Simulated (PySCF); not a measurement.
Species: C₄H₄F₂.
Geometry (PBE0-D3(BJ)/def2-SVP, Å), atoms numbered from 1 in this order:
```
atom  x, y, z in Å
F1    -1.8320   -0.7883    0.3583
C2    -0.7432   -0.4044   -0.3409
F3    -1.0563   -0.5371   -1.6466
C4     0.5638   -1.0184    0.0863
C5     1.0692    0.1751    0.4291
C6    -0.1629    0.9744    0.0559
H7     0.9286   -2.0470    0.0994
H8     2.0339    0.4844    0.8388
H9    -0.0549    1.6745   -0.7870
H10   -0.6967    1.4641    0.8851
```

The calculation used EOM-IP-CCSD/aug-cc-pVDZ in PySCF, restricted Hartree–Fock reference, 6 core orbitals frozen, non-relativistic, gas phase, PBE0-D3(BJ)/def2-SVP geometry.

Hartree–Fock orbital energies give these Koopmans values (eV): HOMO 10.66, HOMO-1 13.05, HOMO-2 13.98, HOMO-3 15.24, HOMO-4 15.97, HOMO-5 17.07, HOMO-6 18.01, HOMO-7 18.52.

Problem. What vertical ionisation energies does EOM-IP-CCSD give?

Solution. 
```
leading hole (HF orbital)  Koopmans (eV)  EOM-IP-CCSD (eV)  change (eV)  one-hole share
                     HOMO          10.66             10.63        -0.03            0.97
                   HOMO-1          13.05             11.65        -1.40            0.96
                   HOMO-2          13.98             12.69        -1.29            0.96
                   HOMO-3          15.24             13.76        -1.48            0.95
                   HOMO-4          15.97             14.12        -1.85            0.95
                   HOMO-5          17.07             14.89        -2.18            0.95
                   HOMO-6          18.01             15.46        -2.55            0.95
                   HOMO-7          18.52             16.17        -2.35            0.94
```

Problem. Does the order of the lines follow the orbital energies?

Solution. Yes, no two lines change places. The corrections run from -2.55 to -0.03 eV, with a mean of -1.64 eV over the 8 lines; no line lies above its Koopmans value. Koopmans values leave out both the relaxation of the orbitals and the change in correlation energy.

Problem. At what kinetic energies would He I light (21.22 eV) eject these electrons?

Solution. 10.59 eV (HOMO), 9.57 eV (HOMO-1), 8.53 eV (HOMO-2), 7.46 eV (HOMO-3), 7.10 eV (HOMO-4), 6.33 eV (HOMO-5), 5.76 eV (HOMO-6), 5.05 eV (HOMO-7).

One root was sought for each valence orbital with −ε under 21 eV, eight at most, so deeper holes and satellites are missing; no vibrational structure.
